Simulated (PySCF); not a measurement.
Species: CH₃Li.
Bonds: Li1–C2. Hydrogens: H3, H4, H5 on C2.

All values: wB97X-D/def2-SVPD (PySCF, non-relativistic), on one gas-phase PBE0-D3(BJ)/def2-SVP geometry that isn't relaxed in the solvent. The solvent is an IEF-PCM continuum (van der Waals radii × 1.2), and excitations are vertical TDDFT with non-equilibrium linear response and a frozen core. Only the electrostatic response of the medium enters.

Gas-phase singlets (H = HOMO, L = LUMO):

```csv
state,E (eV),λ (nm),f,leading configuration
S1,3.134,396,0.067,H→L 93%
S2,4.291,289,0.070,H→L+1 93%
S3,4.292,289,0.070,H→L+2 93%
S4,4.902,253,0.018,H→L+3 93%
S5,6.166,201,0.016,H→L+4 92%
```

Problem. Give the list for chloroform (ε = 4.711), n² = 2.09.

Solution. 
```json
{"state": "S1", "E (eV)": "4.122", "λ (nm)": "301", "f": "0.084", "leading configuration": "H→L 86%", "change by rank (eV)": "+0.988"}
{"state": "S2", "E (eV)": "5.024", "λ (nm)": "247", "f": "0.062", "leading configuration": "H→L+1 90%", "change by rank (eV)": "+0.733"}
{"state": "S3", "E (eV)": "5.028", "λ (nm)": "247", "f": "0.062", "leading configuration": "H→L+2 89%", "change by rank (eV)": "+0.736"}
{"state": "S4", "E (eV)": "5.314", "λ (nm)": "233", "f": "0.007", "leading configuration": "H→L+3 85%", "change by rank (eV)": "+0.412"}
{"state": "S5", "E (eV)": "7.043", "λ (nm)": "176", "f": "0.039", "leading configuration": "H→L+4 89%", "change by rank (eV)": "+0.877"}
```

Problem. The ground-state energy changes by -0.396 eV from gas to chloroform. By how much does the total energy of gas-phase S4 change?

Solution. E(S4) = E(S0) + excitation energy, so it changes by -0.396 + 0.412 = +0.016 eV: it isn't lowered at all, while the ground state is. This is the vertical state, with the slow part of the continuum still set for S0.

Problem. How do the frontier levels move from gas to chloroform?

Solution. 
```csv
orbital,gas (eV),solvent (eV),change (eV),"Löwdin shares, gas","Löwdin shares, solvent"
LUMO+2,1.33,1.65,+0.32,Li1 97 %,Li1 97 %
LUMO+1,1.33,1.65,+0.32,Li1 97 %,Li1 97 %
LUMO,-0.01,0.68,+0.69,Li1 97 %,Li1 96 %
HOMO,-6.87,-7.25,-0.38,"C2 60 %, Li1 14 %, H4 9 %, H3 9 %","C2 61 %, Li1 12 %, H5 9 %, H4 9 %"
HOMO-1,-10.57,-11.13,-0.56,"C2 50 %, H3 27 %, H5 11 %, H4 10 %","C2 50 %, H3 25 %, H4 18 %, H5 6 %"
HOMO-2,-10.57,-11.13,-0.56,"C2 50 %, H4 22 %, H5 22 %, H3 5 %","C2 50 %, H5 27 %, H4 15 %, H3 7 %"
HOMO-3,-18.35,-18.90,-0.55,"C2 41 %, H4 18 %, H3 18 %, H5 18 %","C2 41 %, H5 18 %, H4 18 %, H3 18 %"
```

The HOMO–LUMO gap goes from 6.86 to 7.93 eV. Shares within a degenerate set are those of one arbitrary member.

Note: wB97X-D ran without an empirical dispersion term, which enters the total energy and its gradient alone.
